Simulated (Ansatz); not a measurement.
## Interaction energy ladder

The pair of NH4⁺ (SMILES [NH4+], atoms 1–5) and HCN (SMILES C#N, atoms 6–8), both closed shells, in one local arrangement (a lower one may exist), relaxed at PBE0-D4/def2-TZVP:

| atom | x (Å) | y (Å) | z (Å) |
| --- | --- | --- | --- |
| N1 | 0.0984 | -0.0602 | -1.4544 |
| H2 | 1.0254 | 0.2445 | -1.7520 |
| H3 | -0.6037 | 0.5490 | -1.8748 |
| H4 | 0.0267 | -0.0164 | -0.3946 |
| H5 | -0.0565 | -1.0169 | -1.7731 |
| C6 | -0.1650 | 0.1009 | 2.4387 |
| N7 | -0.0880 | 0.0538 | 1.3012 |
| H8 | -0.2374 | 0.1452 | 3.5089 |

Program: Ansatz 0.2.0. Basis: def2-TZVPPD, with def2-QZVPPD for the basis limit. Cores are frozen in the correlated methods. B3LYP uses VWN-RPA correlation. Extrapolation: Hartree–Fock as exp(−7.88 √X), correlation as X^−2.97. Interaction energies count from these two fragments, frozen as in the pair, with the counterpoise correction; negative means bound.

(1) What is the interaction energy by CCSD(T) at an estimated basis limit (MP2 extrapolated from triple and quadruple zeta, plus CCSD(T) − MP2 in triple zeta)? (Judge from chemistry; the value comes from the calculation.)

(2) Which atoms make the shortest contact between the fragments?

T1 diagnostic: at most 0.015.

Answers

(1) By the calculation: -22.57 kcal/mol. Hartree–Fock alone gives -20.08 kcal/mol at the basis limit. It counts from the two fragments frozen as in the pair.

The same quantity by other methods in triple zeta, and each one's difference from that estimate:
| method | E_int (kcal/mol) | difference |
| --- | --- | --- |
| PBE-D4 | -24.10 | -1.54 |
| revPBE-D4 | -23.13 | -0.56 |
| BLYP-D4 | -23.39 | -0.82 |
| r2SCAN-D4 | -23.20 | -0.64 |
| B97M-V | -22.76 | -0.19 |
| PBE0-D4 | -23.87 | -1.31 |
| B3LYP-D4 | -23.55 | -0.98 |
| HSE06-D4 | -23.85 | -1.28 |
| wB97X-V | -22.85 | -0.29 |
| wB97M-V | -22.69 | -0.12 |
| B2PLYP | -22.67 | -0.11 |
| HF | -20.07 | 2.50 |
| MP2 | -22.60 | -0.03 |
| CCSD | -21.73 | 0.84 |
| CCSD(T) | -22.09 | 0.47 |
Differences are method less estimate.

(2) H4 and N7, 1.70 Å apart.

Energy to bend the free fragments (PBE0-D4 minima) into their shapes in the pair, CCSD(T)/def2-TZVPPD: NH4⁺ 0.77 kcal/mol; HCN 0.23 kcal/mol. This must be added to the interaction energy to get the binding energy from relaxed fragments.

Basis-set superposition shift (counterpoise-corrected less uncorrected): CCSD(T) 0.60; MP2 0.64; HF 0.04; PBE0-D4 0.07; wB97M-V 0.06 kcal/mol.

For scale, one of the runs: CCSD(T)/def2-TZVPPD, 196 basis functions, launched by `ansatz run in.yaml --threads 2 --pin off --events-out ev --progress --plain --max-ram 5222MiB`. The run took 39 s on 2 CPU threads of an Arm Neoverse V1 (shared host), with 2.3 GiB of host memory at its peak.
